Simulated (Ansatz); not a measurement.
Write a Python script for the Python package of Ansatz (0.2.0) that makes a rigid torsion scan of C3H7Cl, SMILES CCCCl. Settings (for the species named): Hartree-Fock, 6-31G* basis, multiplicity 1.

```csv
atom,x (Å),y (Å),z (Å)
C,-0.7725,0.9574,0.0537
C,-0.1528,-0.2629,0.5621
C,0.9349,-0.7681,-0.3544
Cl,0.4249,-1.3246,-1.9135
H,-1.3442,0.8142,-0.9182
H,-1.5571,1.3783,0.7667
H,-0.0606,1.8009,-0.1149
H,-0.8651,-1.0248,0.7031
H,0.2800,-0.0256,1.5923
H,1.4790,-1.6142,0.1547
H,1.6988,0.0125,-0.5110
```

`c3h7cl.py`:
```python
# -*- coding: utf-8 -*-
"""Energy of C3H7Cl as one group turns about a bond."""

import warnings

import ansatz
from ase import Atoms


def main():
    warnings.simplefilter("ignore", ansatz.DeckWarning)

    atoms = Atoms(["C", "C", "C", "Cl", "H", "H", "H", "H", "H", "H", "H"], positions=[
        (-0.7725, 0.9574, 0.0537),
        (-0.1528, -0.2629, 0.5621),
        (0.9349, -0.7681, -0.3544),
        (0.4249, -1.3246, -1.9135),
        (-1.3442, 0.8142, -0.9182),
        (-1.5571, 1.3783, 0.7667),
        (-0.0606, 1.8009, -0.1149),
        (-0.8651, -1.0248, 0.7031),
        (0.28, -0.0256, 1.5923),
        (1.479, -1.6142, 0.1547),
        (1.6988, 0.0125, -0.511),
    ])

    # relax first, so that the scan starts from a minimum
    first = ansatz.Crystal.molecule_from_ase(atoms).calculation()
    first = first.basis(gaussian="6-31G*")
    first = first.functional("hf")
    first = first.relax(force_tolerance=0.02, max_steps=80)
    atoms.positions = first.run(threads=1).report["positions_ang"]

    start = atoms.get_dihedral(0, 1, 2, 3)
    energies = {}
    for turn in range(0, 360, 40):
        turned = atoms.copy()
        turned.set_dihedral(0, 1, 2, 3, start + turn, indices=[2, 3, 9, 10])
        calculation = (
            ansatz.Crystal.molecule_from_ase(turned).calculation()
            .basis(gaussian="6-31G*")
            .functional("hf")
        )
        energies[round((start + turn) % 360)] = calculation.run(threads=1).report["free_energy_ev"]
    floor = min(energies.values())
    print("dihedral C0-C1-C2-Cl3 (deg)   E - E(min) (kcal/mol)")
    for angle, e in sorted(energies.items()):
        print(f"{angle:8d} {23.060548 * (e - floor):14.3f}  " + "#" * int(30 * (e - floor) / max(max(energies.values()) - floor, 1e-9)))


if __name__ == "__main__":
    main()
```

```console
$ python c3h7cl.py
dihedral C0-C1-C2-Cl3 (deg)   E - E(min) (kcal/mol)
      14          7.279  ##############################
      54          0.958  ###
      94          2.443  ##########
     134          3.708  ###############
     174          0.153
     214          2.647  ##########
     254          3.396  #############
     294          0.000
     334          5.094  ####################
```

The scan is rigid and the energies are electronic, in a modest basis. With rigid groups the curve can differ much from the relaxed path, the start wasn't checked as a minimum of this torsion, and equivalent turns needn't return to the same energy. Run time: 12 s on 1 thread of AMD EPYC 9B14 (Zen 4), with other jobs on the host, peak memory 0.23 GiB.
